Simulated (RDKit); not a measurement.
RDKit input (UFF):

```python
from rdkit import Chem
from rdkit.Chem import AllChem, rdDetermineBonds

mol = Chem.MolFromXYZFile('mol.xyz')
rdDetermineBonds.DetermineBonds(mol, charge=-1)
print('SMILES', Chem.MolToSmiles(Chem.RemoveHs(mol)))
ff = AllChem.UFFGetMoleculeForceField(mol)
e0 = ff.CalcEnergy()
flag = ff.Minimize(maxIts=5000, forceTol=1e-5)
print(f'energy {e0:.4f} -> {ff.CalcEnergy():.4f} kcal/mol, converged: {flag == 0}')
print(Chem.MolToXYZBlock(mol))
```
mol.xyz:
```
6

C      0.05391172     0.80080368    -0.10182354
N     -0.07202677    -0.70518643    -0.08531619
H      0.20860883    -1.14742715     0.80112789
H     -1.05121284    -0.94323814    -0.19400284
H     -0.09433519     1.20392142     0.92877463
H      1.11765621     1.01822688    -0.32774514
```

Output:

```
SMILES [CH2-]N
energy 5.0371 -> 0.5087 kcal/mol, converged: True
6

C      0.112295    0.737616   -0.124798
N     -0.089696   -0.703092   -0.125520
H      0.338365   -1.086057    0.748321
H     -1.119001   -0.871991   -0.061542
H     -0.272681    1.184225    0.817953
H      1.193320    0.966398   -0.233399
```

The dipole moment of an ion depends on the origin.
